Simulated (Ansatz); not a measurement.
We consider rutile SnO₂, described by LDA (PAW; Ansatz, a first-principles code).

Settings: plane-wave cutoff 500 eV, 8×8×12 k mesh (along the axes of the cell as run), gaussian smearing 0.02 eV, scalar-relativistic PAW data made under PBE.

Cell (relaxed at this level):

```cif
data_O4Sn2
_chemical_formula_sum 'Sn2 O4'
_space_group_name_H-M_alt 'P42/mnm'
_space_group_IT_number 136
_space_group_name_Hall '-P 4n 2n'
_cell_length_a 4.72280
_cell_length_b 4.72280
_cell_length_c 3.19047
_cell_angle_alpha 90.000
_cell_angle_beta 90.000
_cell_angle_gamma 90.000
loop_
_atom_site_label
_atom_site_type_symbol
_atom_site_symmetry_multiplicity
_atom_site_Wyckoff_symbol
_atom_site_fract_x
_atom_site_fract_y
_atom_site_fract_z
_atom_site_occupancy
Sn1 Sn 2 a 0.00000 0.00000 0.00000 1
O1 O 4 f 0.30608 0.30608 0.00000 1
```

Task: What does this level give for the band gap?

Result: 
- band gap = 1.16 eV (on the SCF k mesh)

Measured, for comparison: band gap 3.81 eV (zero-point renormalisation of 215 meV (computed, non-adiabatic AHC, without the lattice-expansion part) added back here to the 1.8 K gap of; inputs from Miglio et al. (2020), arXiv:2011.12765).

Spin–orbit coupling is not included.

The computed numbers hold no vibrational or temperature effects.

The result took around 2.5 core-minutes (rough).
